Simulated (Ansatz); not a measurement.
# Rock-salt GdN

Level of theory: PBE-D3(BJ) (PAW; Ansatz, a program for electronic structure).

Settings: plane-wave cutoff 520 eV, 12×12×12 k mesh, Fermi–Dirac smearing 0.01 eV, spin-polarised with parallel moments, scalar-relativistic PAW data made under PBE.

Cell (relaxed at this level):

```yaml
crystal:
  lattice:
    - [0.00000, 2.46892, 2.46892]
    - [2.46892, 0.00000, 2.46892]
    - [2.46892, 2.46892, 0.00000]
  atoms:
    - { symbol: Gd, position: [0.00000, 0.00000, 0.00000], spin: 7.0 }
    - { symbol: N, position: [0.50000, 0.50000, 0.50000] }
```

```json
{
  "bulk modulus B0": "155 GPa",
  "band_gap": "zero (no gap)",
  "magnetic moment (largest site, within a sphere)": "6.86 μB",
  "pressure derivative B′ of the bulk modulus": "4.2"
}
```

Measured, for comparison: bulk modulus 192 ± 35 GPa (temperature not stated, no zero-point or thermal correction; as tabulated in Doll (2008), arXiv:0801.3152). Computed (rounded) less measured: bulk modulus -19 %.

Note: the 4f shell is treated without U or exact exchange, so its levels and filling can be wrong.

Spins in the cell block are starting values.

Moments are spin moments.

Spin–orbit coupling is not included; it can open a gap where bands touch, and shift volumes and moduli.

The computed numbers hold no vibrational or temperature effects.
